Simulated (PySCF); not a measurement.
C2H3O, SMILES O=[C]C, multiplicity 2. Atoms are numbered in the order given.

```xyz
6

C     -0.0974    -1.1612     0.0000
C      0.4240     0.2420     0.0000
O     -0.1700     1.2563     0.0000
H      0.2956    -1.6772    -0.8781
H      0.2956    -1.6772     0.8781
H     -1.1910    -1.1804     0.0000
```
Charge 0, spin multiplicity 2.

Coordinates come from a PBE0-D3(BJ)/def2-TZVP optimisation. The isomer is the one that the SMILES or the coordinates give; other isomers of the formula were not compared.

The numbers are results of PBE/def2-TZVPD (PySCF), not measurements.

Mulliken values depend strongly on the basis, most of all with diffuse functions as here. ESP charges are fitted to the potential on shells at 1.4 to 2.0 van der Waals radii. Atomic charges (e):

```json
[
 {"atom": "C1", "Mulliken": "-0.43", "meta-Löwdin": "-0.39", "ESP fit": "-0.01", "Mulliken spin": "0.14"},
 {"atom": "C2", "Mulliken": "0.06", "meta-Löwdin": "0.21", "ESP fit": "-0.01", "Mulliken spin": "0.63"},
 {"atom": "O3", "Mulliken": "-0.21", "meta-Löwdin": "-0.26", "ESP fit": "-0.18", "Mulliken spin": "0.22"},
 {"atom": "H4", "Mulliken": "0.19", "meta-Löwdin": "0.16", "ESP fit": "0.06", "Mulliken spin": "-0.01"},
 {"atom": "H5", "Mulliken": "0.19", "meta-Löwdin": "0.16", "ESP fit": "0.06", "Mulliken spin": "-0.01"},
 {"atom": "H6", "Mulliken": "0.19", "meta-Löwdin": "0.13", "ESP fit": "0.07", "Mulliken spin": "0.04"}
]
```
